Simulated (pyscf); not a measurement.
Thermochemistry of product channels of F–CH•–F + SiH₄ on the doublet surface, in kJ/mol, from ωB97M-D3(BJ)/def2-TZVP energies (ideal gas, 1 atm, RRHO with modes under 100 cm⁻¹ raised to 100, one conformer, R ln 2 for chiral ones without a mode under 150 cm⁻¹). PySCF, gas phase, ωB97X-D3(BJ)/def2-SVP geometries.

```tsv
products	ΔE	ΔH(298 K)	ΔG(600 K)	ΔG(900 K)
F–CH(F)–SiH₃ + H•	+58.0	+50.9	+73.2	+80.1
HF + F–CH•–SiH₃	-47.1	-44.5	-52.1	-58.8
F–CH₂–F + SiH₃•	-43.8	-34.1	-35.4	-35.2
F–C•(F)–SiH₃ + H₂	+17.3	+5.2	+11.2	+9.6
F–SiH₃ + •H₂C–F	-168.8	-164.1	-172.6	-177.1
```

These are energies of the channels, which say nothing of barriers.
